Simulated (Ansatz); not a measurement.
# SiH₃O (doublet): the correlation ladder at distance O1–H3 along a hydrogen transfer = 1.453 Å, cc-pVDZ

Aim: climb from Hartree-Fock through coupled cluster and multireference methods for SiH₃O (doublet) at one geometry and basis, and see what each rung misses.

Method: cc-pVDZ, core rule «outside noble gas», up to 6 orbitals frozen; program: Ansatz 0.2.0, Gaussian basis.

To be run: UHF; CCSD(T) on ROHF; CCSD(T) on UHF; BCCD(T) on ROHF; CISD; CCSDT(Q) on ROHF; CCSDT(Q) on UHF; CASSCF and MRCISD+Q, 3 electrons in 3 orbitals; CASSCF and NEVPT2, 3 electrons in 3 orbitals.

8 further runs of the same task are left out: 1 for a mislabelled method, 7 that didn't finish.

## 1. The geometry

The geometry derives from fragments relaxed apart (PBE0/def2-TZVP) and kept rigid, so it is no stationary point. A hydrogen atom is moved between rigid fragments.

5 atoms, charge 0, spin multiplicity 2.

Atoms are counted from 1 here; the program's logs count them from 0.

Bond lengths: O1–H2 0.960 Å, H3–Si4 1.637 Å, Si4–H5 1.532 Å. Angles: H3–Si4–H5 105.0°.

Geometry (Å):

```xyz
5
charge 0, multiplicity 2
O    -1.9426    0.0118    0.0000
H    -2.1919    0.9384    0.0000
H    -0.4896    0.0118    0.0000
Si    1.1474    0.0118    0.0000
H     1.5439   -1.4677    0.0000
```

## 2. UHF

Contents of in.yaml:

```yaml
crystal:
  periodic: [false, false, false]
  atoms:
    - {symbol: O, position_ang: [-1.942561, 0.011831, 0.000000]}
    - {symbol: H, position_ang: [-2.191870, 0.938406, 0.000000]}
    - {symbol: H, position_ang: [-0.489561, 0.011831, 0.000000]}
    - {symbol: Si, position_ang: [1.147439, 0.011831, 0.000000]}
    - {symbol: H, position_ang: [1.543873, -1.467683, 0.000000]}
basis:
  gaussian: {orbitals: cc-pVDZ}
magnetization: {spin_polarized: true, initial_magnetization: 1}
hamiltonian: {xc: hf}
output: {orbitals: {seedname: orbitals}}
```

Command:

```
$ ansatz run in.yaml --threads 1 --pin off --events-out ev --progress --plain --max-ram 2393MiB
```

The runs that follow: CCSD(T) on ROHF; CCSD(T) on UHF; BCCD(T) on ROHF; CISD; CCSDT(Q) on ROHF; CCSDT(Q) on UHF; CASSCF and MRCISD+Q, 3 electrons in 3 orbitals; CASSCF and NEVPT2, 3 electrons in 3 orbitals.

Before running them: what should the planned runs give, taken together? Wanted: UCCSDT(Q) below the RHF energy; RMP2 from UCCSDT(Q); UMP2 from UCCSDT(Q); RCCSD from UCCSDT(Q); RCCSD(T) from UCCSDT(Q); UCCSD(T) from UCCSDT(Q); RCCSDT(Q) from UCCSDT(Q); NEVPT2 pair from UCCSDT(Q); MRCISD+Q pair from UCCSDT(Q).

The runs gave:

| quantity | value |
| --- | --- |
| UCCSDT(Q) below the RHF energy | -8.7693 eV |
| RMP2 from UCCSDT(Q) | +35.45 kcal/mol |
| UMP2 from UCCSDT(Q) | +37.45 kcal/mol |
| RCCSD from UCCSDT(Q) | +6.03 kcal/mol |
| RCCSD(T) from UCCSDT(Q) | +1.57 kcal/mol |
| UCCSD(T) from UCCSDT(Q) | +1.85 kcal/mol |
| RCCSDT(Q) from UCCSDT(Q) | -0.01 kcal/mol |
| NEVPT2 pair from UCCSDT(Q) | +29.44 kcal/mol |
| MRCISD+Q pair from UCCSDT(Q) | +4.69 kcal/mol |
| levels within 1 kcal/mol (43 meV) | RCCSDT, UCCSDT, RCCSDT(Q) |
| T1 diagnostic | 0.058 |

**Reading.** RCCSD(T) lands +1.57 kcal/mol from the yardstick (0.8 % of the correlation energy). Of the multireference levels listed MRCISD+Q pair comes nearest in total energy (+4.69 kcal/mol), which doesn't show that its space is the better one. These misses are within one basis, not against nature; the frozen cores of restricted and unrestricted runs differ, which can shift their rows.
